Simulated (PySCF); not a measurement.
Reaction (SMILES): ClC(Cl)Cl + 3 [H][H] (H2) → C (CH4) + 3 Cl (HCl)
B3LYP-D3(BJ)/def2-TZVP geometries, fixed; electronic energies without zero-point terms.

Effect of the auxiliary basis of density fitting at HF/aug-cc-pV(T+d)Z with PySCF, against the last row, where the energy of full hydrogenation is -84.59 kcal/mol. Cost is core time over that of density fitting: autoaux, rough, on shared machines of one kind.

```csv
setting,"fitting functions, largest species",largest shift of a total energy (mEh),shift of the energy of full hydrogenation (kcal/mol),cost
density fitting: autoaux,1094,0.018,-0.014,1×
density fitting: def2-universal-jkfit,477,0.178,-0.065,0.6×
density fitting: cc-pvtz-jkfit,472,0.189,-0.077,0.7×
density fitting: cc-pvqz-jkfit,601,0.072,-0.013,0.7×
density fitting: none,-,0.000,0.000,6×
```

Within 0.02 kcal/mol in the energy of full hydrogenation: density fitting: autoaux; density fitting: cc-pvqz-jkfit. The largest shift is 0.189 mEh in a total energy and 0.077 kcal/mol in the difference.
